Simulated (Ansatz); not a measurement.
C₃H₃F (`FC1C=C1`). The species carries charge 0 and has multiplicity 1. All single points use the PBE0-D4/def2-TZVP geometry.

```xyz
7

F     1.373   -1.039    0.591
C     0.601    0.088    0.349
C    -0.222    0.120   -0.855
C    -0.847   -0.066    0.270
H     1.112    0.948    0.775
H    -0.251    0.200   -1.929
H    -1.767   -0.251    0.800
```

Task: What is the dipole moment at ωB97M-V/def2-TZVPP? (An estimate is asked.)

Result: Ansatz gave: 2.29 D, with components (-1.68, 1.37, -0.71) D in this frame, pointing from negative to positive charge.

Task: And with PBE, r2SCAN, B3LYP? (An estimate is asked.)

Result: The calculation gave: PBE 2.14 D, r2SCAN 2.22 D, B3LYP 2.27 D.

Task: Give the Mulliken charges with ωB97M-V, PBE, B3LYP in def2-TZVPP. (An estimate is asked.)

Result: Ansatz gave: 
| atom | ωB97M-V | PBE | B3LYP |
| --- | --- | --- | --- |
| F1 | -0.24 | -0.21 | -0.25 |
| C2 | 0.08 | 0.07 | 0.11 |
| C3 | -0.14 | -0.13 | -0.15 |
| C4 | -0.14 | -0.13 | -0.15 |
| H5 | 0.08 | 0.07 | 0.08 |
| H6 | 0.18 | 0.16 | 0.19 |
| H7 | 0.18 | 0.16 | 0.19 |

B3LYP here is the variant with VWN-RPA as its local correlation; programs differ in this.
